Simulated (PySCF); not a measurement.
Energies from PySCF (xtb for GFN2), thermal terms from the rigid-rotor harmonic-oscillator model, ideal gas at 1 bar. The comparison is the NASA 1993 polynomial table, which mixes measured and estimated data. S°(298 K) at PBE0/def2-TZVP differs from the NASA 1993 table for Li2(OH)2 (+6 J/mol/K); whether the harmonic model or the table's entry is off was not settled. All species are closed-shell singlets. The harmonic model lacks anharmonicity and excited electronic states, which grow with temperature; levels with a mode under 35 cm⁻¹ are left out. The table's entry may be an old estimate for Li2(OH)2 (not checked at source).

Harmonic frequencies at GFN2-xTB (cm⁻¹): 210, 324, 390, 393, 417, 472, 593, 611, 623, 644, 3675, 3683. Point group D2h; S°(298 K) = 278.2 J/mol/K at this level.

Problem. Work out Cp and S° of gaseous Li2(OH)2 at 500, 800, 1200, 1600, 2000 K from these, and set them beside the table.

Solution. 
```
T (K)  Cp GFN2-xTB  Cp table  S° GFN2-xTB  S° table
-----  -----------  --------  -----------  --------
500          104.3      89.6        328.4     311.4
800          112.3     103.8        379.5     357.0
1200         118.1     113.5        426.2     401.1
1600         122.3     119.5        460.8     434.6
2000         125.1     123.5        488.4     461.7
```
Units J/mol/K.
